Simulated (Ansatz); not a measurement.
Species: HO, SMILES `[OH]` (charge 0, multiplicity 2).

### Question
Give a relaxed geometry from PBE0-D4/def2-TZVP in Ansatz (an electronic-structure program).

### Answer
the end point of this relaxation (outside a Z-matrix the atoms follow the SMILES, hydrogens last).
Z-matrix (Å, degrees):
```
O
H 1 0.9731
```
